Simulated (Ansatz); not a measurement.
# How far each method lies from UCCSDT(Q) for H2As–As, triplet

Geometry: displaced at random from a stationary point.

```yaml
atoms:
  - { symbol: As, position_ang: [0.0353, -0.0034, 1.1856] }
  - { symbol: As, position_ang: [-0.0632, 0.0049, -1.2215] }
  - { symbol: H, position_ang: [0.9948, -1.1271, 1.3262] }
  - { symbol: H, position_ang: [1.0779, 1.0168, 1.3444] }
```

Basis cc-pVDZ; Ansatz 0.2.0. Correlated methods freeze the noble-gas cores and the filled d shells of p-block atoms, which leaves 12 electrons in 36 orbitals. Prefix R: restricted or restricted open-shell reference; prefix U: unrestricted. Active spaces: valence = (12e, 10o) chosen from the atoms' valence shells. No spin–orbit coupling is included, and no scalar relativity.

Full CI isn't at hand for all of this; UCCSDT(Q) serves as the reference, and is uncertain by about the last step of the cluster series. The frozen core follows each run's orbitals, which can shift R against U totals by a few meV for light atoms and by up to 0.1 eV past Ca.

```
UHF ⟨S²⟩                          : 2.020
T1 diagnostic (RCCSD)             : 0.0205
largest doubles amplitude (RCCSD) : 0.067
T1 diagnostic (UCCSD)             : 0.0161
```

Task: From what is known of these methods and the diagnostics, rank them by the size of their error in total energy against UCCSDT(Q) in cc-pVDZ, smallest first (an estimate: the text doesn't fix the numbers).
A. UCCSD
B. UCCSDT
C. UMP2
D. UHF
E. UCCSD(T)

Result: B (1.0 kJ/mol), E (3.6 kJ/mol), A (19.3 kJ/mol), C (113.8 kJ/mol), D (582.2 kJ/mol).

All errors are against UCCSDT(Q) in cc-pVDZ. Within each family the higher level lies nearer, as is usual though not guaranteed.

Natural occupations of CASSCF (valence space) about the gap: 1.976 1.970 1.959 1.003 1.001 0.046 0.031 0.025; effectively unpaired electrons, Σ n²(2−n)², 2.03.
